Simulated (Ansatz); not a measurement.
**BPH2+ (doublet): from Hartree-Fock to the top rungs, def2-QZVPP**

The task here is to estimate one member of a computed series from the others.

The runs use Ansatz 0.2.0, Gaussian basis; def2-QZVPP, core rule «outside noble gas», up to 6 orbitals frozen.

To be run: UHF; ROHF; CCSD(T) on UHF.

2 further runs of the same task are left out: 2 set aside as unsound or not needed.

**What is computed**

The geometry is a PBE0/def2-TZVP stationary point (not a proven minimum) of the parent state, kept for this charge and spin.

4 atoms, charge 1, spin multiplicity 2.

Atoms are counted from 1 here; the program's logs count them from 0.

Bond lengths: B1–P2 1.735 Å, B1–H3 1.204 Å, B1–H4 1.204 Å. Angles: P2–B1–H3 120.2°, P2–B1–H4 120.2°, H3–B1–H4 119.5°.

The first run:

in.yaml

```yaml
crystal:
  periodic: [false, false, false]
  atoms:
    - {symbol: B, position_ang: [0.000000, 0.000000, 1.199314]}
    - {symbol: P, position_ang: [0.000000, 0.000000, -0.536099]}
    - {symbol: H, position_ang: [0.000000, 1.039861, 1.805269]}
    - {symbol: H, position_ang: [0.000000, -1.039862, 1.805269]}
basis:
  gaussian: {orbitals: "def2-QZVPP.json"}
total_charge: 1
magnetization: {spin_polarized: true, initial_magnetization: 1}
hamiltonian: {xc: hf}
output: {orbitals: {seedname: orbitals}}
```

Command:

```sh
$ ansatz run in.yaml --threads 1 --pin off --events-out ev --progress --plain --max-ram 2393MiB
```

Steps of the session up to this table: UHF; ROHF; CCSD(T) on UHF.

One table of the session follows, with a row left open; its other results are not shown here.

| method | from UCCSD(T) (meV) |
| --- | --- |
| ROHF | +6817.4 |
| UHF | ? |
| UMP2 | +1228.9 |
| UCCSD | +267.7 |
| UCCSD(T) | 0 |

**Question.** Estimate the row for UHF.

As computed: from UCCSD(T) (meV): +6676.4. In the column «from UCCSD(T) (meV)» it lies between UMP2 (+1228.9) and ROHF (+6817.4).

To keep in mind: Warnings: spin contamination; coupled cluster took another determinant than the lowest.
